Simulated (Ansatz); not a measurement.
# SSi: the cost of one run

Method: def2-QZVPP, core rule «outside noble gas», up to 10 orbitals frozen; program: Ansatz 0.2.0, Gaussian basis.

The runs, in order: UHF; ROHF; CCSD(T) on UHF.

## Step 1: What is computed

The geometry is a PBE0/def2-TZVP stationary point (not a proven minimum) of the parent state, kept for this charge and spin.

2 atoms, charge 1, spin multiplicity 2.

Atoms are counted from 1 here; the program's logs count them from 0.

Bond lengths: Si1–S2 2.145 Å.

As a file:

```csv
atom,x (Å),y (Å),z (Å)
Si1,0.00000,0.00000,0.00000
S2,0.00000,0.00000,2.14480
```

## Step 2: UHF

Contents of in.yaml:

```yaml
crystal:
  periodic: [false, false, false]
  atoms:
    - {symbol: Si, position_ang: [0.000000, 0.000000, 0.000000]}
    - {symbol: S, position_ang: [0.000000, 0.000000, 2.144800]}
basis:
  gaussian: {orbitals: "def2-QZVPP.json"}
total_charge: 1
magnetization: {spin_polarized: true, initial_magnetization: 1}
hamiltonian: {xc: hf}
output: {orbitals: {seedname: orbitals}}
```

Run with:

```bash
> ansatz run in.yaml --threads 1 --pin off --events-out ev --progress --plain --max-ram 2393MiB
```

What time and memory should one allow on 1 thread of Arm Neoverse V2, shared host?

About 18 s, with a peak of 0.33 GiB.
